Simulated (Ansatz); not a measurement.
Results of LDA (plane waves, PAW; Ansatz, an electronic-structure program) for rock-salt ZrC.

Numerical settings: plane-wave cutoff 520 eV, 20×20×20 k mesh, Fermi–Dirac smearing 0.05 eV, scalar-relativistic PAW data made under PBE.

Cell (relaxed at this level):

```
ZrC
1.0
    0.00000     2.32084     2.32084
    2.32084     0.00000     2.32084
    2.32084     2.32084     0.00000
Zr C
1 1
Direct
  0.00000   0.00000   0.00000
  0.50000   0.50000   0.50000
```

Task: Estimate the bulk modulus B0 and pressure derivative B′ of the bulk modulus that the calculation returns.

Result: 
bulk modulus B0: 247 GPa
pressure derivative B′ of the bulk modulus: 4.0

The run finds no gap.

Measured, for comparison: bulk modulus 223 GPa (temperature not stated, no zero-point or thermal correction, from single-crystal elastic constants, our sources range from 208 to 223; as tabulated in arXiv:1102.4063). Computed (rounded) less measured: bulk modulus +11 % (+11 % to +19 % over the range).

The computed numbers hold no vibrational or temperature effects.

Computing time: very roughly 50 core-seconds.
